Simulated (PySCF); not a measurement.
Compound: C2H2N2O.
SMILES with atom numbers: `[cH:1]1[n:2][n:3][cH:4][o:5]1` (hydrogens: H6 on C1; H7 on C4)

Computed by this run: CAM-B3LYP/def2-SVP geometry optimisation, gas phase (PySCF); density fitting, grid level 1; the optimiser is geomeTRIC in internal coordinates, started from a GFN2-xTB structure.

Step 0: E = -7123.5463 eV
```
atom  x, y, z in Å  |  force x, y, z in eV/Å
C1     -1.0440    0.1099    0.0480    0.440  -0.423   0.124
N2     -0.6276   -1.0399    0.4516   -1.118   0.043   0.083
N3      0.7139   -1.0315    0.3286    1.110   0.050  -0.125
C4      1.0354    0.1228   -0.1433   -0.399  -0.422   0.205
O5     -0.0367    0.9063   -0.3474   -0.009   0.025  -0.015
H6     -2.0553    0.4560    0.0046   -0.591   0.359  -0.082
H7      2.0176    0.4813   -0.3692    0.567   0.368  -0.190
```

Question: Estimate the geometry and energy of step 1. (The exact step hangs on the optimiser's Hessian estimate; all steps are aligned on step 0, rigid shifts and turns removed.)

Answer: E = -7123.5818 eV, largest force 0.235 eV/Å
```
atom  x, y, z in Å  |  force x, y, z in eV/Å
C1     -1.0470    0.0978    0.0558   -0.114   0.183  -0.095
N2     -0.6453   -1.0505    0.4572    0.060  -0.121   0.053
N3      0.7323   -1.0419    0.3306   -0.050  -0.113   0.057
C4      1.0400    0.1110   -0.1358    0.092   0.177  -0.111
O5     -0.0362    0.8957   -0.3395    0.005  -0.035   0.012
H6     -2.0639    0.4837   -0.0101    0.065  -0.046   0.036
H7      2.0233    0.5090   -0.3853   -0.058  -0.044   0.047
```

The energy changes by -0.0355 eV. The first-order estimate −F·Δx gives -0.0811 eV and the mean of the old and new forces, exact on a quadratic surface, -0.0364 eV. The step makes an angle of 49° with the force vector and moves no atom by more than 0.033 Å.

The cost below is that of the whole optimisation. Hardware: an Intel Xeon 6975P-C with one thread, shared host with 128 logical CPUs at a one-minute load of 10. Cost: 6.8 s wall, 0.45 GiB resident at most.
